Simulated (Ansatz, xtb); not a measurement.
**Worked example: C2H7Al → C2H5Al + H2**

Species: C2H7Al `C[CH2][AlH2]`, singlet; C2H5Al `C=[CH][AlH2]`, singlet; H2 (hydrogen), singlet. 

Shapes, held fixed at every level: PBE0-D4/def2-TZVP. Programs: Ansatz 0.2.0, xtb 6.7.1. The zero-point and thermal change to 298 K, harmonic and unscaled (PBE0-D4/def2-TZVP), is -25.2 kJ/mol.

At CCSD(T)/CBS estimate; 1 Eh = 2625.50 kJ/mol:

| species | energy (Eh) |
| --- | --- |
| C2H7Al | -322.312002 |
| C2H5Al | -321.083072 |
| H2 | -1.175441 |

Task: Work out ΔH(298 K) of the reaction at this level.

Result: 
1. Products less reactants: (-321.083072) + (-1.175441) − [(-322.312002)] = 0.053489 Eh = +140.4 kJ/mol.
2. With the thermal change: +140.4 + (-25.2) = +115.2 kJ/mol.

Other levels give +107.3 (HF/def2-TZVPP) to +135.3 kJ/mol (PBE0-D4/def2-TZVPP). No measured value is set beside it here. The CBS estimate extrapolates MP2 from def2-TZVPP and def2-QZVPP and adds CCSD(T) − MP2 in the triple-zeta set, cores frozen; for H2 it overshoots the exact energy by about 1 mEh.
